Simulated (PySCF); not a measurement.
Stretching NO

Set-up: N def2-TZVPP, O def2-TZVPP; no relativity (PySCF 2.14). Energies in eV from N + O in their ground configurations at the same level. State: ²Π (doublet), unpaired electrons π ↑.

All columns are PBE. A positive dipole means N(−)O(+).

```json
{"R (Å)": "0.982", "E (eV)": "-5.079", "μ (D)": "0.65", "Mulliken charge on N (basis-dependent)": "-0.17", "HOMO (eV)": "-2.41", "LUMO (eV)": "-2.15", "Mayer bond order": "2.17", "⟨S²⟩": "0.75"}
{"R (Å)": "1.028", "E (eV)": "-6.310", "μ (D)": "0.53", "Mulliken charge on N (basis-dependent)": "-0.09", "HOMO (eV)": "-3.02", "LUMO (eV)": "-2.75", "Mayer bond order": "2.15", "⟨S²⟩": "0.75"}
{"R (Å)": "1.073", "E (eV)": "-7.034", "μ (D)": "0.41", "Mulliken charge on N (basis-dependent)": "-0.03", "HOMO (eV)": "-3.58", "LUMO (eV)": "-3.31", "Mayer bond order": "2.13", "⟨S²⟩": "0.75"}
{"R (Å)": "1.108", "E (eV)": "-7.325", "μ (D)": "0.33", "Mulliken charge on N (basis-dependent)": "0.00", "HOMO (eV)": "-3.97", "LUMO (eV)": "-3.70", "Mayer bond order": "2.13", "⟨S²⟩": "0.75"}
{"R (Å)": "1.142", "E (eV)": "-7.451", "μ (D)": "0.24", "Mulliken charge on N (basis-dependent)": "0.02", "HOMO (eV)": "-4.33", "LUMO (eV)": "-4.06", "Mayer bond order": "2.13", "⟨S²⟩": "0.75"}
{"R (Å)": "1.176", "E (eV)": "-7.447", "μ (D)": "0.16", "Mulliken charge on N (basis-dependent)": "0.03", "HOMO (eV)": "-4.67", "LUMO (eV)": "-4.40", "Mayer bond order": "2.14", "⟨S²⟩": "0.75"}
{"R (Å)": "1.222", "E (eV)": "-7.289", "μ (D)": "0.05", "Mulliken charge on N (basis-dependent)": "0.05", "HOMO (eV)": "-5.08", "LUMO (eV)": "-4.81", "Mayer bond order": "2.16", "⟨S²⟩": "0.75"}
{"R (Å)": "1.279", "E (eV)": "-6.918", "μ (D)": "-0.07", "Mulliken charge on N (basis-dependent)": "0.06", "HOMO (eV)": "-5.54", "LUMO (eV)": "-5.27", "Mayer bond order": "2.19", "⟨S²⟩": "0.75"}
{"R (Å)": "1.348", "E (eV)": "-6.316", "μ (D)": "-0.22", "Mulliken charge on N (basis-dependent)": "0.07", "HOMO (eV)": "-6.01", "LUMO (eV)": "-5.74", "Mayer bond order": "2.21", "⟨S²⟩": "0.75"}
{"R (Å)": "1.439", "E (eV)": "-5.383", "μ (D)": "-0.41", "Mulliken charge on N (basis-dependent)": "0.08", "HOMO (eV)": "-6.53", "LUMO (eV)": "-6.28", "Mayer bond order": "2.23", "⟨S²⟩": "0.76"}
```

A fit through these points gives, at Re = 1.158 Å, μ = 0.21 D and dμ/dR = -2.38 D/Å; the reduced mass is 7.466 u.

Question: How strong is the fundamental in the double-harmonic approximation, I = 42.26·(dμ/dR)²/μred km/mol?

Answer: I = 42.26·(-2.38)²/7.466 = 32.1 km/mol at PBE.

The state is the lowest determinant that a PBE0 search found; another state may lie lower at other levels.
